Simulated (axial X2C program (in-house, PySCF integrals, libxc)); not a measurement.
# F₂⁺: from the state search to constants

What are the state, bond length, wavenumber and bond energy of F₂⁺, and what does spin–orbit coupling change?

Method: all-electron X2C, F dyall-av3z; program: an in-house X2C program for linear molecules on PySCF integrals.

All values are calculated.

**1. Set-up**

task.json reads:

```json
{"zs": [9, 9], "q": 1, "bas": ["dyall-av3z", "dyall-av3z"], "levels": ["PBE0", "HF", "TPSSh"], "cc": true, "r0": 1.28, "thr": -2.0, "nmax": 90, "npts": 10, "nst": 2, "ntry": 6}
```

Keys: zs atomic numbers; q charge; bas basis sets; levels methods (HF also brings MP2); cc coupled cluster on or off; r0 starting distance in Å; thr threshold in hartree for freezing inner shells (an s shell follows its p shell); nmax most natural virtual spinors; npts points asked for on the curve; nst determinants followed; ntry starts of the search.

Command:

```
> python so2c.py task.json out
```

Spin-free means the one-electron spin-free X2C Hamiltonian; two-component (2c) means X2C with spin–orbit coupling and atomic mean-field two-electron Coulomb and Gaunt terms. Basis: F dyall-av3z contracted to [7s6p3d2f]; Gaussian nuclei, density fitting. Masses: F 18.998 u.

Notation: σ, π±, δ± give the projection m of an orbital's angular momentum (0, ±1, ±2), α and β its spin, Λ and M_S the sums; ω is the projection of a spinor's total angular momentum and Ω the sum. Logs are in hartree.

After this run come: PBE0, spin-free; HF, spin-free; TPSSh, spin-free; Correlated methods, spin-free; PBE0, 2c; HF, 2c; TPSSh, 2c; MP2 and beyond, 2c; A higher determinant, 2c.

What does the calculation give? Wanted: for each run, Hamiltonian; Re; ωe; De.

As calculated:

Lowest determinant found, spin-free: M_S = 1/2, Λ = 1 (beyond closed shells: π+α, π+β, π-α).

Lowest determinant found, 2c: Ω = 3/2 (unpaired: ω = 3/2).

| Hamiltonian | level | Re (Å) | ωe (cm⁻¹) | De (eV) |
| --- | --- | --- | --- | --- |
| spin-free | PBE0 | 1.274 | 1299 | 3.46 |
| spin-free | HF | 1.213 | 1578 | -1.03 |
| spin-free | MP2 | 1.355 | 863 | 3.78 |
| spin-free | CCSD | 1.291 | 1212 | 2.79 |
| spin-free | CCSD(T) | 1.314 | 1108 | 3.19 |
| spin-free | TPSSh | 1.301 | 1211 | 3.58 |
| 2c | PBE0 | 1.274 | 1299 | 3.48 |
| 2c | HF | 1.213 | 1578 | -1.01 |
| 2c | MP2 | 1.355 | 865 | 3.78 |
| 2c | CCSD | 1.291 | 1212 | 2.79 |
| 2c | CCSD(T) | 1.314 | 1109 | 3.18 |
| 2c | TPSSh | 1.301 | 1211 | 3.60 |

**Reading.** At CCSD(T), going from spin-free to two-component changes Re by 0 mÅ, ωe by 0.0 % and De by -0.01 eV, which is small (part of it comes from the scalar share of the two-electron terms).

De refers to F + F+. Each curve is one determinant whose occupation by symmetry is held fixed; it was picked as the lowest of a PBE0 search that is not exhaustive. De is counted from the lowest determinant-based energies of the atoms at the same level, without counterpoise correction. Density functionals use the spin component along the axis (collinear). Coupled cluster ran in a truncated set of natural virtual spinors; the MP2 energy of the rest was added. The meta-GGAs lack a current-density term, which matters for open shells with orbital currents, atoms included.
